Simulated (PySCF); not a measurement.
C₄H₉N.
Cartesian coordinates in Å at the PBE0-D3(BJ)/def2-SVP level; atoms count from 1:
```
atom  x, y, z in Å
C1     1.368   -0.869   -0.204
C2     0.720    0.406    0.326
C3    -0.707    0.620   -0.131
C4    -1.689   -0.471    0.189
N5    -1.121    1.652   -0.748
H6     2.420   -0.932    0.110
H7     0.860   -1.771    0.168
H8     1.344   -0.900   -1.305
H9     1.316    1.285    0.029
H10    0.725    0.383    1.431
H11   -1.442   -1.396   -0.357
H12   -1.668   -0.718    1.263
H13   -2.698   -0.150   -0.096
H14   -0.343    2.304   -0.898
```

Level: wB97X-D/def2-SVPD in PySCF, non-relativistic, on one gas-phase PBE0-D3(BJ)/def2-SVP geometry that isn't relaxed in the solvent. The solvent is an IEF-PCM continuum (Bondi radii, 1.10 Å for H, scaled by 1.2). Only the electrostatic response of the medium enters.

Gas phase at wB97X-D/def2-SVPD: HOMO -9.29 eV, LUMO 1.86 eV, dipole 2.65 D.

Task: What does the continuum do to the energy, the frontier levels and the dipole at wB97X-D/def2-SVPD in chloroform?

Result: 
```json
{"solvent": "chloroform", "ε": "4.711", "E(solvent) − E(gas) (kcal/mol)": "-4.03", "polarisation term (kcal/mol)": "-4.68", "distortion of the solute (kcal/mol)": "0.65", "HOMO (eV)": "-9.45", "LUMO (eV)": "1.87", "dipole (D)": "3.33"}
```

Polarisation term: ½ Σ q·V over the induced surface charges. Distortion: the rise of the solute's own energy as its density leaves the gas-phase optimum.

Task: Which radius a makes the point-dipole formula ΔE = −[(ε − 1)/(2ε + 1)]·μ²/a³ give the value in chloroform, with the gas-phase dipole?

Result: μ = 1.044 au and |ΔE| = 0.00642 Eh give a = 2.08 Å; the farthest nucleus lies 2.64 Å from the centroid of the nuclei, so such a sphere wouldn't even hold the nuclei. The formula assumes a rigid point dipole at the centre of a sphere.

Task: Give the dipole vector in the frame of the coordinates (D, pointing from negative to positive charge), gas and chloroform.

Result: Gas (2.02, -1.36, 1.07), solvent (2.51, -1.71, 1.37). Its length changes by +26 % and its direction by less than 1°.

Task: How does the static polarisability (wB97X-D/def2-SVPD, frozen core, with the continuum's full static response) change?

Result: 
```csv
medium,isotropic (au),principal values (au),⟨r²⟩ of the electrons (bohr²)
gas,57.9,"48.1, 59.1, 66.4",490.5
chloroform,71.3,"59.5, 71.4, 83.0",490.8
```

The isotropic value in chloroform is 1.23 times the gas-phase one; no cavity-field correction is applied. ⟨r²⟩ is taken about the centre of nuclear charge.

wB97X-D is run here without its empirical dispersion term; that term would change no orbital, density or response property at a fixed geometry.
